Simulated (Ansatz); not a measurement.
Relaxation of C$_{2}$H$_{5}$Si (8 atoms, charge -1, multiplicity 1), to a largest force component of 0.015 eV/Å in at most 40 steps.

All numbers below come from Ansatz, RKS PBE-D4/6-31G*.

```xyz
8
Properties=species:S:1:pos:R:3
C -0.982 -0.175 -1.512
C -0.345 0.506 -0.526
Si 0.531 -0.418 0.813
H -1.468 0.557 -2.248
H -0.287 1.627 -0.426
H -0.405 -1.287 1.595
H 1.196 0.382 1.879
H 1.596 -1.378 0.405
```

Task: Where does it end, and by what steps?

Result: It converged. Limits of this set-up: an anion without diffuse functions, the dipole of an ion depends on the origin. After 11 steps the energy has fallen by 0.156 eV; H4 moved furthest, 0.31 Å.

```tsv
step	energy less start (eV)	largest force component (eV/Å)	accepted
0	0.0000	1.306	yes
1	-0.0972	0.469	yes
2	-0.1119	0.281	yes
3	-0.1376	0.414	yes
4	-0.1482	0.168	yes
5	-0.1539	0.113	yes
6	-0.1554	0.085	yes
7	-0.1554	0.075	yes
8	-0.1553	0.117	no
9	-0.1556	0.077	yes
10	-0.1559	0.027	yes
11	-0.1560	0.003	yes
```

```xyz
8
Properties=species:S:1:pos:R:3
C -0.863 -0.209 -1.315
C -0.310 0.720 -0.477
Si 0.451 -0.418 0.746
H -1.414 0.262 -2.190
H -0.297 1.842 -0.491
H -0.492 -1.306 1.537
H 1.220 0.265 1.929
H 1.541 -1.344 0.238
```

Run time: 17 s on 1 thread of Arm Neoverse V2 (shared host), peak memory 0.11 GiB.
